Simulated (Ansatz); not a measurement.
A nudged elastic band was laid between two geometries of AlH3O (5 atoms, charge 0, multiplicity 1).

Level of theory: Ansatz 0.2.0, RKS PBE0/def2-SVP.

| Item | Value |
| --- | --- |
| movable images | 5 |
| climbing image | yes |
| spring | 0.1 eV/Å² |
| optimiser | quadratic models (default) |
| start path | through a guess of the saddle point |
| force threshold | 0.05 eV/Å |
| iteration limit | 60 |
| end points | relaxed |

Image 0:

```xyz
5
Properties=species:S:1:pos:R:3
Al 0.473 -0.005 0.053
O 0.727 -0.157 1.731
H 0.040 -0.238 2.394
H 1.785 0.129 -0.817
H -1.000 -0.011 -0.544
```

Image 6:

```xyz
5
Properties=species:S:1:pos:R:3
Al -0.023 0.065 -0.944
O 0.970 -0.067 0.914
H 0.532 -0.162 1.770
H 1.925 -0.039 1.047
H -1.378 -0.079 0.030
```

Question: What changes between the two ends?

Answer: Bonds broken: Al1–H4. Bonds formed: O2–H4.

Question: What energy profile does the band end with?

Answer: The run converged. The highest image is number 4 of 0 to 6, 72.0 kcal/mol above the first end and 27.0 kcal/mol above the last; the last end lies 45.0 kcal/mol above the first. Neighbouring images differ by up to 1.7 eV, so the band resolves the path poorly. Another band between the same ends (5 images) ends at a top of the same energy, where a vibrational analysis finds 1 clearly imaginary mode. The orbitals stay closed-shell, which can raise the energy where a bond breaks towards radicals; this wasn't checked here.

```
image  path coordinate (Å)  energy (kcal/mol)  Al1–H4 (Å)  O2–H4 (Å)
    0                 0.00                0.0        1.58       2.77
    1                 0.77                2.7        1.59       2.90
    2                 1.48                2.6        1.58       2.69
    3                 2.14               33.3        1.58       2.02
    4                 2.80               72.0        1.72       1.31
    5                 3.47               48.5        2.35       0.97
    6                 4.15               45.0        2.79       0.96
```

Question: What is the geometry of the highest image?

Answer: 
```xyz
5
Properties=species:S:1:pos:R:3:forces:R:3
Al 0.201 0.081 -0.445 0.00 0.00 0.00
O 0.830 0.113 1.303 0.00 0.00 0.00
H 0.703 -0.323 2.163 0.00 0.00 0.00
H 1.706 -0.163 0.361 0.00 0.00 0.00
H -1.414 0.011 -0.566 0.00 0.00 0.00
```

Time of the run: 74 s on 1 thread of Arm Neoverse V1, on a shared host, peak memory 0.089 GiB.
